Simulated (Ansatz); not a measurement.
A calculation with Ansatz (development build ahead of 0.2.0).

```yaml
crystal:
  periodic: [false, false, false]
  atoms:
    - { symbol: C, position_ang: [0.01056, 0.01374, -1.15029] }
    - { symbol: C, position_ang: [0.01965, 0.02191, 0.28411] }
    - { symbol: "N", position_ang: [0.02693, -0.01211, 1.42984] }
    - { symbol: H, position_ang: [0.00456, -1.01393, -1.57962] }
    - { symbol: H, position_ang: [-0.89775, 0.48604, -1.55562] }
    - { symbol: H, position_ang: [0.90674, 0.49543, -1.53816] }
basis:
  gaussian: { orbitals: def2-SVP }
magnetization:
  spin_polarized: true
  initial_magnetization: 2
hamiltonian:
  xc: hf
correlation:
  method: mp2
  frozen_orbitals: { C: 1, H: 0, "N": 1 }
output:
  forces: true
```

The input is written out in the form of the current development build from the run's settings.

Results

* Converged: yes
* Reference energy: -131.60916 hartree
* Correlation energy: -0.35530 hartree
* Total energy: -131.96446 hartree
* Spin squared of the determinant: 2.017
* Stability test: minimum

Forces (eV/Å):
```json
{"atom": "C1", "Fx": "-0.259", "Fy": "-0.924", "Fz": "0.201"}
{"atom": "C2", "Fx": "-0.223", "Fy": "1.736", "Fz": "-17.994"}
{"atom": "N3", "Fx": "0.170", "Fy": "-1.071", "Fz": "18.208"}
{"atom": "H4", "Fx": "0.045", "Fy": "-0.218", "Fz": "-0.297"}
{"atom": "H5", "Fx": "0.035", "Fy": "0.194", "Fz": "0.020"}
{"atom": "H6", "Fx": "0.232", "Fy": "0.283", "Fz": "-0.138"}
```

Caution: another spin multiplicity may lie lower.
